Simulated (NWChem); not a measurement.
Everything below was run with NWChem. System: CN, charge 0, spin multiplicity 2, at a geometry optimised with UB3LYP/def2-SVP. The structure started from a generated list of species. Its SCF solution wasn't tested for a lower state. Level: Ur2SCAN/def2-TZVP.

NWChem printed:

```
             Northwest Computational Chemistry Package (NWChem) 7.3.0
             --------------------------------------------------------

                                NWChem Input Module
                                -------------------

 Scaling coordinates for geometry "geometry" by  1.889725989
 (inverse scale =  0.529177249)

 Turning off AUTOSYM since
 SYMMETRY directive was detected!

                             Geometry "geometry" -> ""
                             -------------------------

 Output coordinates in angstroms (scale by  1.889725989 to convert to a.u.)

  No.       Tag          Charge          X              Y              Z
 ---- ---------------- ---------- -------------- -------------- --------------
    1 C                    6.0000     0.00000000     0.00000000     0.63030400
    2 N                    7.0000     0.00000000     0.00000000    -0.54026100

 Effective nuclear repulsion energy (a.u.)      18.9869374686

            Nuclear Dipole moment (a.u.)
            ----------------------------
        X                 Y               Z
 ---------------- ---------------- ----------------
     0.0000000000     0.0000000000    -0.0000056692

      Symmetry information
      --------------------

 Group name             C2v
 Group number             16
 Group order               4
 No. of unique centers     2

      Symmetry unique atoms

     1    2


 Summary of "ao basis" -> "" (spherical)
 ------------------------------------------------------------------------------
       Tag                 Description            Shells   Functions and Types
 ---------------- ------------------------------  ------  ---------------------
 *                         def2-tzvp                  on all atoms

                                 NWChem DFT Module
                                 -----------------

 Summary of "ao basis" -> "ao basis" (spherical)
 ------------------------------------------------------------------------------
       Tag                 Description            Shells   Functions and Types
 ---------------- ------------------------------  ------  ---------------------
 C                         def2-tzvp                11       31   5s3p2d1f
 N                         def2-tzvp                11       31   5s3p2d1f

 Summary of "ao basis" -> "ao basis" (spherical)
 ------------------------------------------------------------------------------
       Tag                 Description            Shells   Functions and Types
[...]
   Bfn.  Coefficient  Atom+Function         Bfn.  Coefficient  Atom+Function
  ----- ------------  ---------------      ----- ------------  ---------------
     5      0.387827  1 C  s                  8      0.340286  1 C  pz
     4      0.304711  1 C  s                 39     -0.276706  2 N  pz
    11      0.245569  1 C  pz                42     -0.185894  2 N  pz
    45     -0.154475  2 N  pz                 3      0.130771  1 C  s
     2     -0.095227  1 C  s                 35      0.076834  2 N  s

 Vector    8  Occ=0.000000D+00  E=-1.621887D-02  Symmetry=b2
              MO Center=  1.6D-31, -7.0D-16,  2.6D-01, r^2= 1.7D+00
   Bfn.  Coefficient  Atom+Function         Bfn.  Coefficient  Atom+Function
  ----- ------------  ---------------      ----- ------------  ---------------
    13      0.501125  1 C  py                44     -0.454438  2 N  py
    10      0.391468  1 C  py                 7      0.360359  1 C  py
    38     -0.332296  2 N  py                41     -0.299069  2 N  py

 Vector    9  Occ=0.000000D+00  E=-1.621887D-02  Symmetry=b1
              MO Center= -2.7D-15,  4.4D-31,  2.6D-01, r^2= 1.7D+00
   Bfn.  Coefficient  Atom+Function         Bfn.  Coefficient  Atom+Function
  ----- ------------  ---------------      ----- ------------  ---------------
    12      0.501125  1 C  px                43     -0.454438  2 N  px
     9      0.391468  1 C  px                 6      0.360359  1 C  px
    37     -0.332296  2 N  px                40     -0.299069  2 N  px

   alpha - beta orbital overlaps
   -----------------------------

   alpha      1      2      3      4      5      6      7      8      9     10
    beta      1      2      3      4      7      6      5      8      9     10
 overlap   1.000  1.000  0.999  0.895  0.892  0.997  0.997  0.996  0.996  0.945

   alpha     11     12     13     14     15     16     17     18     19     20
    beta     11     12     13     14     15     16     17     18     20     19
 overlap   0.946  0.999  0.999  0.999  1.000  1.000  0.802  0.799  0.999  0.999

   alpha     21     22     23     24     25     26     27     28     29     30
    beta     21     22     23     25     24     26     27     28     29     30
 overlap   0.999  0.999  0.975  0.999  0.999  0.870  0.897  0.997  0.997  0.998

   alpha     31     32     33     34     35     36     37     38     39     40
    beta     31     32     33     34     35     36     37     39     38     40
 overlap   0.998  0.997  0.999  1.000  1.000  1.000  1.000  0.994  0.994  0.996

   alpha     41     42     43     44     45     46     47     48     49     50
    beta     41     42     43     44     45     46     47     48     50     49
 overlap   0.996  0.994  0.994  0.994  0.995  0.997  0.997  0.999  1.000  1.000

   alpha     51     52     53     54     55     56     57     58     59     60
    beta     52     51     53     54     55     56     57     58     59     60
 overlap   0.994  0.994  0.994  0.994  1.000  1.000  1.000  1.000  1.000  1.000

   alpha     61     62
    beta     61     62
 overlap   1.000  1.000

     --------------------------
     Expectation value of S2:
     --------------------------
      <S2> =      0.7642 (Exact =     0.7500)

 center of mass
 --------------
 x =   0.00000000 y =   0.00000000 z =  -0.00012097

 moments of inertia (a.u.)
 ------------------
          31.620491876071           0.000000000000           0.000000000000
           0.000000000000          31.620491876071           0.000000000000
           0.000000000000           0.000000000000           0.000000000000

     Multipole analysis of the density
     ---------------------------------

     L   x y z        total         alpha         beta         nuclear
     -   - - -        -----         -----         ----         -------
     0   0 0 0     -0.000000     -7.000000     -6.000000     13.000000

     1   1 0 0     -0.000000     -0.000000      0.000000      0.000000
     1   0 1 0     -0.000000     -0.000000     -0.000000      0.000000
     1   0 0 1      0.556427     -0.476308      1.032741     -0.000006

     2   2 0 0     -8.137610     -4.401988     -3.735622      0.000000
     2   1 1 0     -0.000000     -0.000000     -0.000000      0.000000
     2   1 0 1      0.000000      0.000000      0.000000      0.000000
     2   0 2 0     -8.137610     -4.401988     -3.735622      0.000000
     2   0 1 1      0.000000      0.000000      0.000000      0.000000
     2   0 0 2     -7.687416    -14.108942     -9.387120     15.808646

 Task  times  cpu:        1.5s     wall:        1.5s

 Total times  cpu:        1.5s     wall:        1.5s
```

Problem. Write an NWChem input that would produce this output.

Solution. Several could match; the one computed here: 
```
start mol
memory heap 200 mb stack 900 mb global 1100 mb
geometry units angstroms nocenter noautoz
  C      0.000000     0.000000     0.630304
  N      0.000000     0.000000    -0.540261
  symmetry group C2v
end
basis spherical
  * library def2-tzvp
end
dft
  xc r2scan
  odft
  mult 2
  semidirect memsize 60000000 filesize 0
  iterations 100
  grid fine
end
task dft energy
```
